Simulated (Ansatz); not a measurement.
## Nudged elastic band run: AlClH4

Input:

```yaml
crystal:
  periodic: [false, false, false]
  atoms:
    - { symbol: Al, position_ang: [0.001092, 0.164535, 0.013581] }
    - { symbol: H, position_ang: [-0.003954, 0.690235, 1.507277] }
    - { symbol: H, position_ang: [1.363807, 0.119416, -0.779338] }
    - { symbol: H, position_ang: [-1.367249, 0.042075, -0.761276] }
    - { symbol: Cl, position_ang: [0.079449, -2.382923, 0.944286] }
    - { symbol: H, position_ang: [0.075955, -2.014137, 2.173469] }
basis:
  gaussian: { orbitals: def2-SVP }
hamiltonian:
  xc: { name: BHLYP }
  dispersion: d4
neb:
  order_check: false
  images: 7
  f_tol: 0.2
  max_iterations: 60
  final_atoms:
    - { symbol: Al, position_ang: [0.0214286, -0.60933575, -0.21999847] }
    - { symbol: H, position_ang: [0.010791, 0.24201591, 1.94771781] }
    - { symbol: H, position_ang: [1.38257709, 0.12410915, -0.45738945] }
    - { symbol: H, position_ang: [-1.38187315, 0.04606851, -0.43948452] }
    - { symbol: Cl, position_ang: [0.08264029, -2.68320026, 0.17743645] }
    - { symbol: H, position_ang: [0.03353616, -0.50045656, 2.08971717] }
  initial_path:
    images:
      - { positions_ang: [[0.001092, 0.164535, 0.013581], [-0.003954, 0.690235, 1.507277], [1.363807, 0.119416, -0.779338], [-1.367249, 0.042075, -0.761276], [0.079449, -2.382923, 0.944286], [0.075955, -2.014137, 2.173469]] }
      - { positions_ang: [[0.00013024, 0.12566579, 0.01273698], [-0.00250814, 0.51141626, 1.61043151], [1.35944624, 0.09623073, -0.77771497], [-1.36434137, 0.03637904, -0.76257979], [0.08743977, -2.38796829, 0.89941209], [0.06893326, -1.76252253, 2.11571317]] }
      - { positions_ang: [[-0.00083153, 0.08679658, 0.01189296], [-0.00106227, 0.33259751, 1.71358602], [1.35508548, 0.07304546, -0.77609193], [-1.36143374, 0.03068309, -0.76388359], [0.09543053, -2.39301359, 0.85453819], [0.06191152, -1.51090806, 2.05795735]] }
      - { positions_ang: [[-0.00179329, 0.04792737, 0.01104895], [0.00038359, 0.15377877, 1.81674053], [1.35072472, 0.04986019, -0.7744689], [-1.35852611, 0.02498713, -0.76518738], [0.1034213, -2.39805888, 0.80966428], [0.05488978, -1.25929359, 2.00020152]] }
      - { positions_ang: [[-0.00275505, 0.00905816, 0.01020493], [0.00182946, -0.02503997, 1.91989503], [1.34636396, 0.02667493, -0.77284586], [-1.35561848, 0.01929118, -0.76649117], [0.11141207, -2.40310417, 0.76479038], [0.04786805, -1.00767912, 1.9424457]] }
      - { positions_ang: [[0.00329086, -0.14554032, -0.04734592], [0.00406984, 0.041724, 1.92685073], [1.35541724, 0.05103348, -0.69398176], [-1.36218215, 0.02598551, -0.68473951], [0.10421913, -2.47312819, 0.6179519], [0.04428507, -0.88087348, 1.97926357]] }
      - { positions_ang: [[0.00933678, -0.30013879, -0.10489677], [0.00631023, 0.10848797, 1.93380642], [1.36447052, 0.07539204, -0.61511766], [-1.36874581, 0.03267984, -0.60298785], [0.09702618, -2.54315222, 0.47111342], [0.0407021, -0.75406784, 2.01608143]] }
      - { positions_ang: [[0.01538269, -0.45473727, -0.16244762], [0.00855062, 0.17525194, 1.94076212], [1.37352381, 0.09975059, -0.53625356], [-1.37530948, 0.03937418, -0.52123618], [0.08983324, -2.61317624, 0.32427494], [0.03711913, -0.6272622, 2.0528993]] }
      - { positions_ang: [[0.0214286, -0.60933575, -0.21999847], [0.010791, 0.24201591, 1.94771781], [1.38257709, 0.12410915, -0.45738945], [-1.38187315, 0.04606851, -0.43948452], [0.08264029, -2.68320026, 0.17743645], [0.03353616, -0.50045656, 2.08971717]] }
```

Launched with:

```bash
$ ansatz run input.yaml --threads 1 --pin off --max-ram 2048MiB --backend cpu --events-out ev --progress --plain --runs-dir out
```

Output, in part (warnings, iteration lines, the closing report on the highest movable image, with atoms numbered from 0):

```
NEB end point (image 0): max|allowed force component| = 4.237e-4 eV/Å (the criterion of neb.relax_end_points is 4.000e-2)
NEB end point (image 8): max|allowed force component| = 7.931e-3 eV/Å (the criterion of neb.relax_end_points is 4.000e-2)
NEB iter   1: max|band force component| = 3.298e0 eV/Å  barrier→ = 1.0857 eV  barrier← = 2.3589 eV  Δτ_max = 0.2000 Å  (180 SCF iters)
NEB iter   2: max|band force component| = 1.636e0 eV/Å  barrier→ = 0.3546 eV  barrier← = 1.6278 eV  Δτ_max = 0.2000 Å  (166 SCF iters)
NEB iter   3: max|band force component| = 6.636e0 eV/Å  barrier→ = 0.8678 eV  barrier← = 2.1409 eV  Δτ_max = 0.0974 Å  (169 SCF iters)
NEB iter   4: max|band force component| = 1.421e0 eV/Å  barrier→ = 0.2376 eV  barrier← = 1.5108 eV  Δτ_max = 0.0567 Å  (164 SCF iters)
NEB iter   5: max|band force component| = 5.664e-1 eV/Å  barrier→ = 0.2022 eV  barrier← = 1.4754 eV  Δτ_max = 0.0239 Å  (146 SCF iters)
NEB iter   6: max|band force component| = 5.447e-1 eV/Å  barrier→ = 0.1939 eV  barrier← = 1.4670 eV  CI = image 4  Δτ_max = 0.0642 Å  (151 SCF iters)
NEB iter   7: max|band force component| = 1.096e-1 eV/Å  barrier→ = 0.2279 eV  barrier← = 1.5011 eV  CI = image 4  Δτ_max = 0.0000 Å  (308 SCF iters)
Total energy: -19177.98668169 eV, -704.7780112459 hartree
Atom 0 at     0.011276    -0.109867     0.031192 Å, force    -0.002567    -0.118568    -0.061130 eV/Å
Atom 1 at     0.017158     0.072777     1.678242 Å, force     0.000897    -0.000747     0.057148 eV/Å
Atom 2 at     1.400595     0.154238    -0.641620 Å, force    -0.005304     0.007890     0.025079 eV/Å
Atom 3 at    -1.400697     0.071208    -0.621061 Å, force     0.004209     0.017254     0.020559 eV/Å
Atom 4 at     0.073625    -2.412296     0.973928 Å, force     0.004242     0.050310    -0.029824 eV/Å
Atom 5 at     0.047143    -1.156860     1.677318 Å, force    -0.001478     0.043862    -0.011832 eV/Å
Dipole moment:     0.000002     0.081672     0.104775 e Å
```

The run converged. The threshold of 0.2 eV/Å is loose, so the images may lie well off the minimum-energy path. Another band between the same ends (7 images) ends at a top of the same energy, where a vibrational analysis finds 1 clearly imaginary mode. The orbitals stay closed-shell, which can raise the energy where a bond breaks towards radicals; this wasn't checked here.

Final band (atoms are numbered from 1 in the order of the input):

| image | path coordinate (Å) | energy (eV) | Al1–H2 (Å) | Cl5–H6 (Å) | H2–H6 (Å) |
| --- | --- | --- | --- | --- | --- |
| 0 | 0.00 | 0.000 | 1.58 | 1.28 | 2.79 |
| 1 | 0.31 | 0.021 | 1.59 | 1.28 | 2.36 |
| 2 | 0.63 | 0.075 | 1.59 | 1.29 | 1.97 |
| 3 | 0.94 | 0.152 | 1.61 | 1.32 | 1.61 |
| 4 | 1.25 | 0.228 | 1.66 | 1.44 | 1.23 |
| 5 | 1.61 | -0.272 | 1.78 | 1.76 | 0.89 |
| 6 | 1.97 | -0.952 | 1.99 | 2.11 | 0.78 |
| 7 | 2.33 | -1.222 | 2.18 | 2.49 | 0.76 |
| 8 | 2.68 | -1.273 | 2.33 | 2.90 | 0.76 |

Run time: 73 s on 1 thread of Arm Neoverse V1, on a shared host, peak memory 0.1 GiB.
